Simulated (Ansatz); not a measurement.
# CH₂SSi (SMILES [SiH2]=C=S): single points off equilibrium

The atoms stand at a structure displaced at random from a GFN2-xTB minimum. How far do the functionals agree with CCSD(T) there?

The runs use Ansatz 0.2.0, Gaussian basis; single points in def2-TZVPP.

Cores are frozen in the correlated methods.

### 1 The system as given

SMILES `[SiH2]=C=S`, 5 atoms, charge 0, spin multiplicity 1.

Atoms are counted from 1 here; the program's logs count them from 0.

Bond lengths: Si1–C2 1.646 Å, Si1–H4 1.504 Å, Si1–H5 1.490 Å, C2–S3 1.798 Å. Angles: C2–Si1–H4 128.2°, C2–Si1–H5 110.8°, H4–Si1–H5 106.5°, Si1–C2–S3 147.5°.

As a file:

```
Si   -0.1419    0.3999   -0.4552
C    -0.0705   -0.7302    0.7390
S     0.8653   -2.0490    1.5250
H    -1.1662    0.5336   -1.5490
H     0.0679    1.7669    0.0979
```

### 2 CCSD(T)/def2-TZVPP

run/in.yaml reads:

```yaml
crystal:
  periodic: [false, false, false]
  atoms:
    - {symbol: Si, position_ang: [-0.141900, 0.399900, -0.455200]}
    - {symbol: C, position_ang: [-0.070500, -0.730200, 0.739000]}
    - {symbol: S, position_ang: [0.865300, -2.049000, 1.525000]}
    - {symbol: H, position_ang: [-1.166200, 0.533600, -1.549000]}
    - {symbol: H, position_ang: [0.067900, 1.766900, 0.097900]}
basis:
  gaussian: {orbitals: def2-TZVPP}
correlation: {method: ccsd_t}
output: {forces: true}
```

The command line of these runs was not kept.

### 3 PBE0-D4/def2-TZVPP

Edit run/in.yaml of step 2 so:

```diff
@@ -10,3 +10,3 @@
   gaussian: {orbitals: def2-TZVPP}
-correlation: {method: ccsd_t}
-output: {forces: true}
+hamiltonian: {xc: pbe0, dispersion: d4}
+output: {forces: true, orbitals: {seedname: orbitals}}
```

### 4 wB97M-V/def2-TZVPP

Edit run/in.yaml of step 3 so:

```diff
@@ -10,3 +10,3 @@
   gaussian: {orbitals: def2-TZVPP}
-hamiltonian: {xc: pbe0, dispersion: d4}
-output: {forces: true, orbitals: {seedname: orbitals}}
+hamiltonian: {xc: {name: wB97M-V}}
+output: {forces: true}
```

### 5 r2SCAN-D4/def2-TZVPP

Edit run/in.yaml of step 4 so:

```diff
@@ -10,3 +10,3 @@
   gaussian: {orbitals: def2-TZVPP}
-hamiltonian: {xc: {name: wB97M-V}}
+hamiltonian: {xc: r2scan, dispersion: d4}
 output: {forces: true}
```

### 6 PBE-D4/def2-TZVPP

Edit run/in.yaml of step 5 so:

```diff
@@ -10,3 +10,3 @@
   gaussian: {orbitals: def2-TZVPP}
-hamiltonian: {xc: r2scan, dispersion: d4}
+hamiltonian: {xc: pbe, dispersion: d4}
 output: {forces: true}
```

### 7 r2SCANh-D4/def2-TZVPP

Edit run/in.yaml of step 6 so:

```diff
@@ -10,3 +10,3 @@
   gaussian: {orbitals: def2-TZVPP}
-hamiltonian: {xc: pbe, dispersion: d4}
+hamiltonian: {xc: {name: r2SCANh}, dispersion: d4}
 output: {forces: true}
```

### 8 revPBE-D4/def2-TZVPP

Edit run/in.yaml of step 7 so:

```diff
@@ -10,3 +10,3 @@
   gaussian: {orbitals: def2-TZVPP}
-hamiltonian: {xc: {name: r2SCANh}, dispersion: d4}
+hamiltonian: {xc: {name: revPBE}, dispersion: d4}
 output: {forces: true}
```

(Steps that only read results are left out.)

What does the calculation give? Wanted: energy less free atoms, CCSD(T)/def2-TZVPP; RMS force component; RMS force error; HOMO and LUMO, PBE0-D4; T1 diagnostic.

The runs gave:

| quantity | value |
| --- | --- |
| energy less free atoms, CCSD(T)/def2-TZVPP | -1392.1 kJ/mol |
| RMS force component | 2.947 to 3.124 eV/Å over the methods |
| RMS force error | PBE0-D4 0.346, wB97M-V 0.372, r2SCAN-D4 0.254, PBE-D4 0.221, r2SCANh-D4 0.310, revPBE-D4 0.198 eV/Å |
| HOMO and LUMO, PBE0-D4 | -6.32 and -3.74 eV |
| T1 diagnostic | 0.032 |

In words: Against CCSD(T) the functionals' energies less atoms differ by -117.1 to -33.6 kJ/mol, PBE-D4 by -117.1 kJ/mol. A larger basis would deepen the CCSD(T) value, while the functionals are nearly converged already, so the order here is not reliable. The forces of revPBE-D4 come nearest to CCSD(T), those of wB97M-V are farthest. Frozen-core CCSD(T) forces in triple zeta carry basis errors of their own, and this is one geometry, so small gaps rank nothing. The T1 diagnostic is large here, over the usual mark for main-group molecules (transition-metal compounds often pass it harmlessly), so CCSD(T) itself may be off. The restricted Hartree–Fock reference is unstable towards an unrestricted one at one or more of these structures.
